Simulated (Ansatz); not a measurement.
**doublet AlF(+): levels of theory in one basis**

```yaml
atoms:
  - { symbol: Al, position_ang: [-0.0232, 0.0226, -0.8511] }
  - { symbol: F, position_ang: [-0.0016, 0.0441, 0.8366] }
```

Basis set: def2-SVP (spherical functions). Correlated methods keep 6 orbitals frozen. Correlation on ROHF uses semicanonical orbitals with singles. Charge 1, multiplicity 2.

Computed with Ansatz (development build ahead of 0.2.0); each method stands on the lowest determinant of its kind that the runs found.

| method | E − E(ROHF) (eV) | <S²> of the determinant |
| --- | --- | --- |
| ROHF | 0.00 | – |
| UHF | -0.01 | 0.75 |
| ROHF-MP2 | -5.85 | – |
| UHF-MP2 | -5.86 | 0.75 |
| ROHF-CCSD(T) | -6.02 | – |
| UHF-CCSD(T) | -6.02 | 0.75 |

(1) Is a single determinant a sound starting point here?

Answers

(1) By this sign, yes. Unrestricted orbitals gain 0.01 eV and <S²> is 0.75 against 0.75 for a pure state.
